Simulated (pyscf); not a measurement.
ZnH• (SMILES [ZnH]) + CH₄ (SMILES C) → ZnH₂ (SMILES [ZnH2]) + CH₃• (SMILES [CH3]), a hydrogen abstraction (doublet surface; C–H broken, H–Zn formed). Structures and frequencies: ωB97X-D3(BJ)/def2-SVP in PySCF. MP2 and CC: frozen core, UHF for open shells. ΔMP2 is the change of the MP2 total energy from the triple- to the quadruple-zeta basis. Energies in kcal/mol from the separated reactants.

Small-basis levels: PySCF, no dispersion term, spherical d functions. AM1 to PM7: differences of heats of formation from MOPAC, which are fitted to 298 K values and so differ in kind from electronic energies by zero-point and thermal terms. GFN2-xTB: tblite. Open shells are spin-unrestricted. 

| level | barrier | reaction energy |
|---|---|---|
| HF/3-21G | 38.2 | +27.5 |
| HF/6-31G*+LANL2DZ | 46.1 | +33.2 |
| MP2/6-31G*+LANL2DZ | 49.4 | +41.3 |
| SVWN5/6-31G*+LANL2DZ | 40.4 | +49.2 |
| B3LYP/3-21G | 26.7 | +25.7 |
| B3LYP/LANL2DZ | 42.7 | +40.3 |
| B3LYP/6-31G*+LANL2DZ | 44.7 | +42.5 |
| M06-2X/6-31G*+LANL2DZ | 47.6 | +45.3 |
| B3LYP/def2-SVP | 32.4 | +30.0 |
| GFN2-xTB | 29.5 | +28.3 |
| PM3 | 31.3 | +27.2 |
| PM6 | 60.8 | +65.2 |
| CCSD(T)/def2-TZVPP + ΔMP2(QZVPP) | 33.2 | +27.8 |

Against the last row the barrier runs from -6.5 (B3LYP/3-21G) to +27.6 kcal/mol (PM6). At SVWN5/6-31G*+LANL2DZ, PM6 this geometry lies under one side, so the entry may be no barrier of that level: it is a single point on another level's saddle. CCSD(T)/def2-TZVPP + ΔMP2(QZVPP) has limits of its own. One saddle was located; it need not be the lowest between these sides. The angle at the transferred H is 180°. The CCSD(T) − MP2 part came from Ansatz, without density fitting, on the same reference. The frozen core leaves the outer d or s,p core shells of the metals and heavy elements correlated in the MP2 and CC values, and def2-TZVPP describes them poorly, which can shift differences by a few kcal/mol. In the def2 sets elements up to Kr have no core potential.
